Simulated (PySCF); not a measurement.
**AlCl⁺, HF: how much the basis matters**

PySCF, UHF reference; doublet, unpaired electrons σ ↑; De to Al⁺ + Cl without counterpoise correction.

```json
{"basis": "STO-3G", "relativity": "no relativity", "functions": "18", "Re (Å)": "2.046", "ωe (cm⁻¹)": "624", "De (eV)": "0.83", "μ (D)": "-7.97"}
{"basis": "pcseg-1", "relativity": "no relativity", "functions": "36", "Re (Å)": "2.020", "ωe (cm⁻¹)": "625", "De (eV)": "1.17", "μ (D)": "-6.42"}
{"basis": "def2-TZVPPD", "relativity": "no relativity", "functions": "99", "Re (Å)": "2.012", "ωe (cm⁻¹)": "634", "De (eV)": "1.43", "μ (D)": "-6.01"}
```

How does each smaller set differ from the one with most functions, def2-TZVPPD?

STO-3G: +3.4 pm, -1.6 % in ωe, -0.60 eV in De; pcseg-1: +0.8 pm, -1.4 % in ωe, -0.26 eV in De. All at HF; the set with most functions is neither the basis-set limit nor always the best.

A positive dipole points towards Cl; it is taken about the centre of mass and depends on that origin. For an ion De counts to the pair picked by the measured ionisation energies or electron affinities, which need not be the lowest pair at this level. STO-3G is very small, so such numbers show the basis as much as the molecule. Hartree–Fock leaves out correlation, which carries a large part of most bond energies and some tenths to 1 eV of ionisation energies. The state is the lowest determinant that a PBE0 search found; another state may lie lower at other levels.
